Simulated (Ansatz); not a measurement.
For rock-salt KBr, PBE (Ansatz, a program for electronic structure, plane waves, PAW) gives:

```
Property                              Value
-----------------------------  ------------
lattice parameter a                 6.705 Å
bulk modulus                       13.5 GPa
cohesive energy                2.89 eV/atom
band gap at the measured cell       4.44 eV
```

Problem. What does PBE0 (Ansatz, plane waves, PAW) give for the same quantities?

Solution. 
- lattice constant a: 6.663 Å (falls by 0.6 %)
- bulk modulus: 14.2 GPa (goes up by 5.2 %)
- cohesive energy: 2.92 eV/atom (rises by 0.03 eV/atom)
- band gap at the measured cell: 6.32 eV (rises by 1.88 eV)

For comparison: lattice constant a 6.541 Å (measured, low temperature, zero-point motion not removed; as tabulated in Doll and Stoll (1998), arXiv:cond-mat/9801031); bulk modulus 17.9 GPa (measured, 0 K, extrapolated to 0 K; as tabulated in Doll and Stoll (1998), arXiv:cond-mat/9801031); band gap 7.4 eV (measured, temperature not stated, not corrected to a static lattice, our sources range from 7.40 to 7.60; as tabulated in Aguado et al. (1998), arXiv:cond-mat/9809176).

Changes are worked out from the printed values.

Unless a cell is named, each level is at its own relaxed cell (PBE 37.69, PBE0 36.97 Å³/atom).

Levels without +SOC have no spin–orbit coupling; where heavier elements are present it shifts gaps, mostly down, and can invert bands. Density-functional gaps are differences of (generalised) Kohn–Sham levels.

Ansatz's density-functional and Hartree–Fock values are scalar-relativistic unless marked +SOC, with PAW data made under PBE.
